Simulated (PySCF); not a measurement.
Dipole moment and polarisability across levels of theory

C2H2F2.
InChI=1S/C2H2F2/c1-2(3)4/h1H2

PySCF, dipoles from the SCF density, polarisabilities from static response with core orbitals frozen. Isolated species at its PBE0-D3(BJ)/def2-SVP geometry, gas phase.

Reference dipole: 1.389 D (measured, gas; NIST CCCBDB Release 22 (SRD 101), experimental dipoles). Reference dipole: 1.380 D (measured, unstated (gas or solution; conformer average); Muller, Mokrushina, Arlt, J. Chem. Eng. Data 57 (2012) 1231, supporting information). Errors are taken against the first value of each kind. The anisotropy is √(½[(α1 − α2)² + (α2 − α3)² + (α3 − α1)²]).

| level | μ (D) | error (%) | α (au) | anisotropy (au) |
| --- | --- | --- | --- | --- |
| B3LYP/def2-SVPD | 1.283 | -7.6 | 27.96 | 13.33 |
| BHandHLYP/def2-SVPD | 1.430 | +3.0 | 27.05 | 13.11 |
| CAM-B3LYP/def2-SVPD | 1.346 | -3.1 | 27.78 | 13.42 |
| wB97X-D/def2-SVPD | 1.291 | -7.1 | 27.86 | 12.96 |
| LC-wPBE/def2-SVPD | 1.312 | -5.5 | 27.51 | 13.47 |
| PBE0/6-31G* | 0.923 | -33.6 | 20.70 | 17.04 |
| PBE0/def2-SVP | 1.024 | -26.3 | 21.11 | 15.70 |
| PBE0/6-31+G* | 1.252 | -9.9 | 25.29 | 14.67 |
| PBE0/aug-cc-pVDZ | 1.188 | -14.5 | 28.11 | 12.84 |
| PBE0/def2-TZVP | 1.099 | -20.9 | 25.55 | 14.05 |
| PBE0/def2-TZVPD | 1.168 | -15.9 | 28.47 | 12.79 |
| PBE0/aug-cc-pVTZ | 1.168 | -15.9 | 28.54 | 12.70 |

For the dipole, the smallest error is 3.0% (BHandHLYP/def2-SVPD) and the largest 33.6% (PBE0/6-31G*). The dipole runs from 0.92 D (PBE0/6-31G*) to 1.43 D (BHandHLYP/def2-SVPD). No reference polarisability is at hand; against PBE0 in the largest diffuse basis at hand (aug-cc-pVTZ) the other PBE0 rows deviate by 6-31G* -27%, def2-SVP -26%, 6-31+G* -11%, aug-cc-pVDZ -2%, def2-TZVP -10%, def2-TZVPD 0%. In one basis (def2-SVPD) the functionals order the polarisability from BHandHLYP (lowest) to B3LYP (highest), a spread of 3%. With PBE0 the polarisability is 22.45 au without diffuse functions (mean of 6-31G*, def2-SVP and def2-TZVP) and 27.60 au with them (mean of 6-31+G*, aug-cc-pVDZ, def2-TZVPD and aug-cc-pVTZ). Measured values can belong to vibrating molecules; the computed ones are for one fixed geometry.
